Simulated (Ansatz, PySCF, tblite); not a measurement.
# How well does each level of theory give the bulk modulus B0 of rock-salt LiF?

Reference value: 76.3 GPa (measured, 0 K value with the zero-point phonon effect removed; as tabulated in Mejia-Rodriguez and Trickey (2018), arXiv:1807.09216).

```csv
level (code),value (GPa),cell (Å³/atom)
GFN1-xTB (tblite),43.9,8.91
LDA (Ansatz),86.8,7.47
PBE (Ansatz),67.1,8.41
rVV10 (Ansatz),73.8,8.19
r²SCAN+rVV10 (Ansatz),[?],7.84
Hartree–Fock (Ansatz),[?],7.97
CCSD(T) (PySCF),71.3 ± 3,8.09
```

Question: Complete the blanks.

Answer: 
- r²SCAN+rVV10 (Ansatz, a quantum-chemistry and plane-wave program), value (GPa): 80.0
- Hartree–Fock (Ansatz), value (GPa): 77.7

Errors against the reference: GFN1-xTB -42 %, LDA +13.8 %, PBE -12.1 %, rVV10 -3.3 %, r²SCAN+rVV10 +4.8 %, Hartree–Fock +1.8 %, CCSD(T) -6.6 %.

Once the reference is moved by up to 1.7 % (a margin picked here for doubts on the reference and the settings) and values within 1.7 % count as equal, the nearest can be Hartree–Fock (+1.8 %) or rVV10 (-3.3 %). Among them GFN1-xTB (-42 %) misses by most. Within 10 %: rVV10, r²SCAN+rVV10, Hartree–Fock, CCSD(T).

A ± on a computed value is a rough bar: the spread of its extrapolation, a floor set from checks against published values, or a statistical error. GFN1-xTB: the method was fitted mainly to molecules. GFN1-xTB: the run uses a supercell at the zone centre in place of a k mesh. Each level is taken at its own relaxed cell. Cutoffs and k meshes differ between the levels. Ansatz's density-functional and Hartree–Fock values are scalar-relativistic unless marked +SOC, with PAW data made under PBE.

Differences are worked out from the printed values.
